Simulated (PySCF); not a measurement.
**One shape, several levels: AlH3 (SMILES [H][Al]([H])[H])**

Aim: a comparison of 6 runs (B3LYP/6-31G*, PBE/6-31G*, PBE0/6-31G*, wB97X-V/6-31G*, MP2/6-31G*, CCSDT/6-31G*) of AlH3. 

The results are computed with PySCF 2.14.0.

3 further runs of the same task are left out: 3 set aside as unsound or not needed.

### Step 1. The structure to begin with

The species is AlH3 (4 atoms), meant as a singlet with charge 0. SMILES: `[H][Al]([H])[H]`. The Al1–H4 distance was set to 1.863 Å, away from the relaxed value.

Bond lengths: Al1–H2 1.553 Å, Al1–H3 1.553 Å. Angles: H2–Al1–H3 120.0°.

### Step 2. A single-point energy at B3LYP/6-31G(d) (spherical functions) (run 1)

calc.py

```python
from pyscf import gto, dft

mol = gto.Mole()
mol.atom = '''
Al     0.160559     0.265844    -0.000872
H      1.713219     0.235344     0.013718
H     -0.589241     1.625704    -0.020012
H     -0.802830    -1.329300     0.004480
'''
mol.max_memory = 1860
mol.verbose = 3
mol.basis = '6-31g*'
mol.build()

myscf = dft.RKS(mol, xc='b3lyp')
myscf.grids.level = 5
myscf.conv_tol = 1e-10
myscf.kernel()
if not myscf.converged:
    myscf = myscf.newton().run(myscf.mo_coeff, myscf.mo_occ)

e_final = myscf.e_tot
print('E(%s) = %.9f' % ('B3LYP', e_final))
```

The run is started by

```bash
$ OMP_NUM_THREADS=1 python calc.py
```

Output:

```text
converged SCF energy = -244.18937942876
E(B3LYP) = -244.189379429
```

Wall time 1.7 s (1 thread of Arm Neoverse V2, shared host); peak memory 0.19 GiB.

### Step 3. A single-point energy at PBE/6-31G(d) (spherical functions) (run 2)

input.py

```python
from pyscf import gto, dft

mol = gto.Mole()
mol.atom = [
    ('Al', (0.160559, 0.265844, -0.000872)),
    ('H', (1.713219, 0.235344, 0.013718)),
    ('H', (-0.589241, 1.625704, -0.020012)),
    ('H', (-0.802830, -1.329300, 0.004480)),
]
mol.charge = 0
mol.basis = '6-31g*'
mol.max_memory = 1860
mol.verbose = 3
mol.build()

calc0 = dft.RKS(mol)
calc0.xc = 'pbe'
calc0.grids.level = 5
calc0.conv_tol = 1e-10
calc0.kernel()
if not calc0.converged:
    calc0 = calc0.newton().run(calc0.mo_coeff, calc0.mo_occ)

e_final = calc0.e_tot
print(f'total energy: {e_final:.8f} hartree')
```

The run is started by

```bash
$ OMP_NUM_THREADS=1 python input.py
```

Output:

```text
converged SCF energy = -244.00962135106
total energy: -244.00962135 hartree
```

Wall time 1.7 s (1 thread of Arm Neoverse V2, shared host); peak memory 0.19 GiB.

### Step 4. A single-point energy at PBE0/6-31G(d) (spherical functions) (run 3)

calc.py

```python
from pyscf import gto, dft

mol = gto.M(
    atom='''
Al     0.303413     0.502372    -0.001648
H      3.237515     0.444736     0.025923
H     -1.113504     3.072135    -0.037817
H     -1.517129    -2.512013     0.008466
''',
    unit='bohr',
    max_memory=1860,
    verbose=4,
    basis='6-31g*',
    spin=0,
)

mf = dft.RKS(mol, xc='pbe0')
mf.conv_tol = 1e-10
mf.grids.level = 5
mf.kernel()
if not mf.converged:
    mf = mf.newton().run(mf.mo_coeff, mf.mo_occ)

e_final = mf.e_tot
print('E = %.10f Eh' % e_final)
```

The run is started by

```bash
$ OMP_NUM_THREADS=1 python calc.py
```

Output:

```text
PySCF version 2.14.0

[INPUT] num. atoms = 4
[INPUT] num. electrons = 16
[INPUT] charge = 0
[INPUT] spin (= nelec alpha-beta = 2S) = 0
[INPUT] symmetry False subgroup None
[INPUT] Mole.unit = bohr
[INPUT] Symbol           X                Y                Z      unit          X                Y                Z       unit  Magmom
[INPUT]  1 Al     0.160559245097   0.265843813804  -0.000872084044 AA    0.303413000000   0.502372000000  -0.001648000000 Bohr   0.0
[INPUT]  2 H      1.713219158012   0.235344156076   0.013717860839 AA    3.237515000000   0.444736000000   0.025923000000 Bohr   0.0
[INPUT]  3 H     -0.589240941068   1.625703830870  -0.020011894585 AA   -1.113504000000   3.072135000000  -0.037817000000 Bohr   0.0
[INPUT]  4 H     -0.802830092826  -1.329300033135   0.004480014268 AA   -1.517129000000  -2.512013000000   0.008466000000 Bohr   0.0

nuclear repulsion = 13.1048550217722
number of shells = 14
number of NR pGTOs = 63
number of NR cGTOs = 24
basis = 6-31g*
ecp = {}

******** <class 'pyscf.dft.rks.RKS'> ********
method = RKS
initial guess = minao
damping factor = 0
level_shift factor = 0
DIIS = <class 'pyscf.scf.diis.CDIIS'>
diis_start_cycle = 1
diis_space = 8
diis_damp = 0
SCF conv_tol = 1e-10
SCF conv_tol_grad = None
SCF max_cycles = 50
direct_scf = True
direct_scf_tol = 1e-13
XC library pyscf.dft.libxc version 7.0.0
    S. Lehtola, C. Steigemann, M. J.T. Oliveira, and M. A.L. Marques.,  SoftwareX 7, 1–5 (2018)
XC functionals = pbe0
radial grids:
    Treutler-Ahlrichs [JCP 102, 346 (1995); DOI:10.1063/1.469408] (M4) radial grids

becke partition: Becke, JCP 88, 2547 (1988); DOI:10.1063/1.454033
pruning grids: <function nwchem_prune>
grids dens level: 5
symmetrized grids: False
atomic radii adjust function: <function treutler_atomic_radii_adjust>
small_rho_cutoff = 0
Set gradient conv threshold to 1e-05
Initial guess from minao.
tot grids = 113672
init E= -243.749590719456
  HOMO = -0.299461418128177  LUMO = -0.084757745181115  gap/eV = 5.84238
cycle= 1 E= -244.033021085079  delta_E= -0.283  |g|= 0.121  |ddm|= 1.39
  HOMO = -0.292493166009267  LUMO = -0.0736847201538042  gap/eV = 5.95408
cycle= 2 E= -244.037895805851  delta_E= -0.00487  |g|= 0.0421  |ddm|= 0.221
  HOMO = -0.296480063770748  LUMO = -0.0650186102200196  gap/eV = 6.29839
cycle= 3 E= -244.038786156254  delta_E= -0.00089  |g|= 0.00613  |ddm|= 0.0872
  HOMO = -0.296635585835945  LUMO = -0.0666887440551303  gap/eV = 6.25717
cycle= 4 E= -244.038805890569  delta_E= -1.97e-05  |g|= 0.000996  |ddm|= 0.012
  HOMO = -0.296931792042789  LUMO = -0.0666253570213375  gap/eV = 6.26696
cycle= 5 E= -244.038806458185  delta_E= -5.68e-07  |g|= 0.000137  |ddm|= 0.00196
  HOMO = -0.296822509260695  LUMO = -0.0665856160663785  gap/eV = 6.26506
cycle= 6 E= -244.038806470018  delta_E= -1.18e-08  |g|= 3.86e-06  |ddm|= 0.000264
  HOMO = -0.296823533050925  LUMO = -0.0665857373574452  gap/eV = 6.26509
cycle= 7 E= -244.038806470028  delta_E= -9.15e-12  |g|= 3.62e-07  |ddm|= 7.86e-06
  HOMO = -0.296823737107257  LUMO = -0.0665858949984537  gap/eV = 6.26509
Extra cycle  E= -244.038806470028  delta_E=    0  |g|= 9.57e-08  |ddm|= 8.86e-07
converged SCF energy = -244.038806470028
E = -244.0388064700 Eh
```

Wall time 1.6 s (1 thread of Arm Neoverse V2, shared host); peak memory 0.19 GiB.

Runs 4 to 5 aren't shown in full; the table further down has their settings and results.

### Step 5. A single-point energy at CCSDT/6-31G(d) (spherical functions) (run 6)

geometry.xyz

```xyz
4

Al     0.160559     0.265844    -0.000872
H      1.713219     0.235344     0.013718
H     -0.589241     1.625704    -0.020012
H     -0.802830    -1.329300     0.004480
```

run.py

```python
from pyscf import gto, cc

mol = gto.Mole()
mol.atom = 'geometry.xyz'
mol.basis = '6-31g*'
mol.verbose = 3
mol.max_memory = 1860
mol.charge = 0
mol.build()

mf = mol.RHF()
mf.conv_tol = 1e-10
mf.kernel()
if not mf.converged:
    mf = mf.newton().run(mf.mo_coeff, mf.mo_occ)

mycc = cc.CCSDT(mf, frozen=5)
mycc.kernel()
etot = mycc.e_tot
print('Final energy', etot)
```

The run is started by

```bash
$ OMP_NUM_THREADS=1 python run.py
```

Output:

```text
converged SCF energy = -243.599956569199
_make_eris_incore_RCCSDT

WARN: A large `blksize` is being used, which may cause large memory consumption
      for storing contraction intermediates. If memory is sufficient, consider using
      `pyscf.cc.rccsdt_highm.RCCSDT` instead.

WARN: A large `blksize_oovv` is being used, which may cause large memory consumption
      for storing contraction intermediates. If memory is sufficient, consider using
      `pyscf.cc.rccsdt_highm.RCCSDT` instead.

WARN: A large `blksize_oooo` is being used, which may cause large memory consumption
      for storing contraction intermediates. If memory is sufficient, consider using
      `pyscf.cc.rccsdt_highm.RCCSDT` instead.

RCCSDT converged
E(RCCSDT) = -243.6754702003022   E_corr = -0.07551363110288416
E_corr(same-spin) = -0.00417927288888424
E_corr(oppo-spin) = -0.0713343582139999
Final energy -243.67547020030224
```

Run time: 1.4 s. Hardware: 1 thread of Arm Neoverse V2, shared host; peak memory 0.13 GiB.

### Step 6. Overview of the runs

| run | level | nlc grid | integration grid | energy (Eh) | dipole moment (D) of the reference | HOMO energy (eV) | LUMO energy (eV) | wall time |
| --- | --- | --- | --- | --- | --- | --- | --- | --- |
| 1 | B3LYP/6-31G* (spherical functions) | – | 5 | -244.189379 | 0.64 | -7.88 | -2.02 | 1.7 s |
| 2 | PBE/6-31G* (spherical functions) | – | 5 | -244.009621 | 0.61 | -6.88 | -2.58 | 1.7 s |
| 3 | PBE0/6-31G* (spherical functions) | – | 5 | -244.038806 | 0.64 | -8.08 | -1.81 | 1.6 s |
| 4 | wB97X-V/6-31G* (spherical functions) | 1 | 5 | -244.120086 | 0.66 | -10.47 | 0.10 | 7.8 s |
| 5 | MP2/6-31G* (spherical functions) | – | – | -243.653715 | 0.74 | -10.96 | 0.81 | 0.6 s |
| 6 | CCSDT/6-31G* (spherical functions) | – | – | -243.675470 | 0.74 | -10.96 | 0.81 | 1.4 s |

### Step 7. Outcome

```
                                          quantity          value
                               run 6: total energy  -243.67547 Eh
       run 6: dipole moment (Hartree–Fock density)         0.74 D
        run 6: HOMO energy (Hartree–Fock orbitals)      -10.96 eV
        run 6: LUMO energy (Hartree–Fock orbitals)        0.81 eV
      run 6: HOMO–LUMO gap (Hartree–Fock orbitals)       11.77 eV
run 6: correlation energy (5 core orbitals frozen)      -75.5 mEh
                              run 6: T1 diagnostic          0.015
```

In words: Over runs 1, 2, 3, 4 the dipole moment (its size) runs from 0.61 D (PBE/6-31G*) to 0.66 D (wB97X-V/6-31G*). Over runs 1, 2, 3, 4 the HOMO–LUMO gap runs from 4.30 eV (PBE/6-31G*) to 10.57 eV (wB97X-V/6-31G*). Totals of different functionals can't be ranked against each other. All runs together took 15 s, the longest 7.8 s.
